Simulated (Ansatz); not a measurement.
# SF (Monosulfur monofluoride) at UPBE-QIDH/cc-pVTZ

Aim: the energy change on altering one bond length of SF (Monosulfur monofluoride) at UPBE-QIDH/cc-pVTZ, from 2 runs. 

The calculation is run with Ansatz 0.2.0.

40 further runs of the same task are left out: 4 that didn't finish, 36 set aside as unsound or not needed.

## 1. The structure to begin with

The species is SF (2 atoms), meant as a doublet with charge 0. As SMILES, `F[S]`. The shape is that of a PBE0-D4/def2-TZVP optimisation.

Bond lengths: F1–S2 1.594 Å.

## 2. A single-point energy at UPBE-QIDH/cc-pVTZ

File input.yaml:

```yaml
crystal:
  periodic: [false, false, false]
  atoms:
    - symbol: F
      position_ang: [-0.000000, -0.000000, 0.016120]
    - symbol: S
      position_ang: [0.000000, 0.000000, 1.610410]
basis:
  gaussian:
    orbitals: cc-pVTZ
magnetization:
  spin_polarized: true
  initial_magnetization: 1
hamiltonian:
  xc: {name: PBE-QIDH}
correlation:
  frozen_orbitals: {F: 1, S: 5}
accuracy: high
output: {orbitals: {seedname: orbitals}}
```

Launch:

```console
$ ansatz run input.yaml --threads 1 --pin off --max-ram 3480MiB --events-out events.jsonl --progress --plain --runs-dir runs
```

Standard output:

```text
Warning: RAYON_NUM_THREADS=1 ignored (pool sized by the plan → 1); use --threads N
Functional definition: PBE-QIDH
  name "PBE-QIDH"
  parameter a = 3^(-1/3)
  parameter c = 1/3
  exchange = (1 - a)*pbe_x + a*exact_x
  correlation = (1 - c)*pbe_c + c*(mp2_os + mp2_ss)
883 factors; integrals over basis functions are off by at most 3.8e-9 eV
mean field evaluation 1: about -13537.7884 eV, gradient 1.4e1 eV
mean field evaluation 2: about -13537.8484 eV, gradient 1.4e1 eV
mean field evaluation 4: about -13538.5307 eV, gradient 2.3e0 eV
mean field evaluation 8: about -13538.5608 eV, gradient 7.7e-2 eV
mean field evaluation 16: about -13538.5609 eV, gradient 2.4e-4 eV
mean field -13538.56089781 eV, -497.5329362283 hartree, gradient 1.5e-8 eV, S^2 0.759996; 0 other end points of the search recorded, 0 dependent functions left out
6 core orbitals not correlated: weight in the atoms' cores, before any rotation towards them, 1.000 or more for the frozen orbitals, at most 0.000 for the correlated occupied ones
reference -13538.56089838 eV, -497.5329362492 hartree; 7, 6 occupied and 51, 52 virtual orbitals, 883 factors
second order -12.06780079 eV of doubles, -0.00000000 eV of singles
Total energy: -13542.58349864 eV, -497.6807640823 hartree
```

Wall time 4.5 s (1 thread of Arm Neoverse V1, shared host); peak memory 0.16 GiB.

## 3. The distorted shape at the same level

File in.yaml:

```yaml
crystal:
  periodic: [false, false, false]
  atoms:
    - {symbol: F, position_ang: [-0.000000, -0.000000, -1.896990]}
    - {symbol: S, position_ang: [0.000000, 0.000000, 1.610410]}
basis:
  gaussian:
    orbitals: cc-pVTZ
correlation:
  frozen_orbitals: {F: 1, S: 5}
accuracy: high
output: {orbitals: {seedname: orbitals}}
hamiltonian:
  xc: {name: PBE-QIDH}
magnetization:
  spin_polarized: true
  initial_magnetization: 1
```

Launch:

```console
$ ansatz run in.yaml --threads 1 --pin off --max-ram 3480MiB --events-out events.jsonl --progress --plain --runs-dir runs
```

Standard output, cut to the lines that bear on the results:

```text
Warning: RAYON_NUM_THREADS=1 ignored (pool sized by the plan → 1); use --threads N
[... 2 set-up lines as earlier in the session ...]
[...]
722 factors; integrals over basis functions are off by at most 2.8e-9 eV
[...]
mean field -13536.04038761 eV, -497.4403091869 hartree, gradient 1.1e-8 eV, S^2 1.760259; 10 other end points of the search recorded, 0 dependent functions left out
6 core orbitals not correlated: weight in the atoms' cores, before any rotation towards them, 1.000 or more for the frozen orbitals, at most 0.000 for the correlated occupied ones
reference -13536.04038822 eV, -497.4403092095 hartree; 7, 6 occupied and 51, 52 virtual orbitals, 722 factors
second order -9.54606568 eV of doubles, -0.00000000 eV of singles
Total energy: -13539.22241012 eV, -497.5572463572 hartree
```

Run time: 62 s. Hardware: 1 thread of Arm Neoverse V1, shared host; peak memory 0.17 GiB.

## 4. Results

Level: UPBE-QIDH/cc-pVTZ, 6 core orbitals frozen.

| quantity | value |
| --- | --- |
| first shape: total energy | -497.68076 Eh |
| first shape: HOMO energy (SCF part's orbitals) (highest over α and β) | -9.40 eV |
| first shape: LUMO energy (SCF part's orbitals) (lowest over α and β) | -1.87 eV |
| first shape: ⟨S²⟩ | 0.760 |
| distorted shape: total energy | -497.55725 Eh |
| distorted shape: HOMO energy (SCF part's orbitals) (highest over α and β) | -9.45 eV |
| distorted shape: LUMO energy (SCF part's orbitals) (lowest over α and β) | -1.84 eV |
| distorted shape: ⟨S²⟩ | 1.760 |
| energy change with the F1–S2 bond stretched from 1.594 to 3.507 Å | 3.361 eV |

In words: With the F1–S2 bond stretched from 1.594 to 3.507 Å the energy rises by 3.36 eV (324 kJ/mol). The first shape isn't relaxed at this level, so the change isn't measured from a minimum. ⟨S²⟩ (distorted shape) is 1.76 where a pure doublet has 0.75: the reference is spin-contaminated.
